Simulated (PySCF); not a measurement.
Estimate the missing entries of this data sheet.

[BFH3]- (charge -1).
Geometry (PBE0-D3(BJ)/def2-SVP, Å), atoms numbered from 1 in this order:
```xyz
5
BFH3 angstrom
B      0.000    0.000   -0.015
F      0.010   -0.019    1.423
H      1.176    0.012   -0.478
H     -0.598    1.026   -0.451
H     -0.589   -1.018   -0.479
```

```tsv
property	level	value
point group	PBE0-D3(BJ)/def2-SVP	?
rotational constants A, B, C	PBE0-D3(BJ)/def2-SVP	120.047, 23.364, 23.363 GHz
HOMO energy	KT2/pcSseg-1	0.13 eV
LUMO energy	KT2/pcSseg-1	?
1H chemical shifts (computed TMS as zero) by class	GIAO KT2/pcSseg-1	?
isotropic shieldings of nuclei other than C and H, by class	GIAO KT2/pcSseg-1	110 (B1), 464 (F2) ppm
largest of the computed one-bond spin–spin couplings (means over like bonds)	B3LYP/pcJ-1	?
```

Electronic properties: PySCF, gas phase, density fitting. The HOMO energy is positive, so at this level the finite basis confines the outermost electrons. No diffuse functions stand in pcJ-1 and pcSseg-1, which bears on an anion's orbital energies.

Question: What is the LUMO energy?

Answer: 7.21 eV.

Question: What is the point group?

Answer: C3v.

Question: Give the 1H chemical shifts (computed TMS as zero) by class.

Answer: 3.46 (H3/H4/H5) ppm.

Question: The largest of the computed one-bond spin–spin couplings (means over like bonds)?

Answer: 19F–11B -132.7 (F2–B1), 11B–1H +97.7 (B1–H3 and 2 like it) Hz.

The rotational constants are those of a prolate symmetric top; the small spread among constants that symmetry makes equal is optimisation noise. With B = h/(8π²I), that is 505.379 GHz u Å² over I, the principal moments of inertia are 4.21, 21.6 and 21.6 u Å² (most abundant isotopes); the inertial defect Ic − Ia − Ib is -4.2 u Å² (zero for a rigid planar frame, negative otherwise).

For the geometry optimisation (PBE0-D3(BJ)/def2-SVP), time: 2.2 s. Hardware: one thread of an Arm Neoverse V1, shared host.
